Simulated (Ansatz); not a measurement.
# Structure relaxation of CdPb₂

Level of theory: Ansatz, DFT PBE, scalar-relativistic, plane waves, PAW. Cutoff 420 eV, Γ-centred k mesh, Gaussian smearing, no spin polarisation in the final step.

The start puts CdPb₂ on the AlB2 structure type (P6/mmm, No. 191), with Cd in place of Al, Pb in place of B, at a guessed volume.

```yaml
crystal:
  lattice:
    - [4.41044, 0.00000, 0.00000]
    - [-2.20522, 3.81955, 0.00000]
    - [0.00000, 0.00000, 4.76210]
  atoms:
    - { symbol: Cd, position: [0.00000, 0.00000, 0.00000] }
    - { symbol: Pb, position: [0.33333, 0.66667, 0.50000] }
    - { symbol: Pb, position: [0.66667, 0.33333, 0.50000] }
```

Steps on the 6×6×4 mesh (3 atoms). 11 of 16 steps are shown, and the free energy counts from the last. Trial steps that were taken back and renewals of the plane-wave basis can be among the rows.

| step | ΔF (meV/atom) | V (Å³/atom) | P (GPa) |
| --- | --- | --- | --- |
| 1 | 1082.5 | 26.74 | 25.64 |
| 2 | 615.9 | 29.50 | 13.52 |
| 4 | 217.4 | 33.59 | 1.76 |
| 5 | 149.4 | 33.62 | -0.21 |
| 6 | 92.8 | 32.75 | -1.13 |
| 8 | 41.4 | 29.64 | -0.08 |
| 11 | 39.9 | 29.90 | 0.01 |
| 12 | 10.6 | 29.90 | 1.81 |
| 13 | 1.5 | 30.68 | 0.53 |
| 15 | 0.2 | 31.02 | -0.02 |
| 16 | 0.0 | 31.02 | -0.03 |

Steps on the 6×6×6 mesh (3 atoms). 5 of 5 steps are shown, and the free energy counts from the last.

| step | ΔF (meV/atom) | V (Å³/atom) | P (GPa) |
| --- | --- | --- | --- |
| 1 | 41.0 | 31.02 | 0.10 |
| 2 | 12.1 | 30.92 | -0.64 |
| 3 | 0.1 | 29.89 | 0.17 |
| 4 | -0.1 | 30.09 | -0.05 |
| 5 | 0.0 | 30.09 | -0.06 |

A final relaxation ran on a 12×12×14 mesh. The relaxed crystal, P6/mmm (No. 191):

```cif
data_structure
_symmetry_space_group_name_H-M 'P6/mmm'
_symmetry_Int_Tables_number 191
_cell_length_a 5.6044
_cell_length_b 5.6044
_cell_length_c 3.3178
_cell_angle_alpha 90.000
_cell_angle_beta 90.000
_cell_angle_gamma 120.000
_cell_volume 90.25
loop_
_atom_site_label
_atom_site_type_symbol
_atom_site_symmetry_multiplicity
_atom_site_Wyckoff_symbol
_atom_site_fract_x
_atom_site_fract_y
_atom_site_fract_z
_atom_site_occupancy
Cd1 Cd 1 a 0.00000 0.00000 0.00000 1
Pb1 Pb 2 d 0.33333 0.66667 0.50000 1
```

| Quantity | Value |
| --- | --- |
| Volume per atom | 30.08 Å³ |
| Density | 9.69 g/cm³ |
| Energy over the elements | 0.12 eV/atom |
| Gap on the 12×12×14 mesh | 0 eV (a metal) |

The zero of energy is the elements' standard structures at the same level; no fitted shifts are applied.

The final run used a 12×12×14 mesh on its 3-atom cell and 0.10 eV smearing. For metals, differences of a few meV/atom aren't resolved. Spin–orbit coupling is left out.

Symmetry constrained the relaxation, so the result can be a saddle point.

Cost: 4 runs of about 2.6 core-minutes in all, on Arm Neoverse V1 (shared hosts).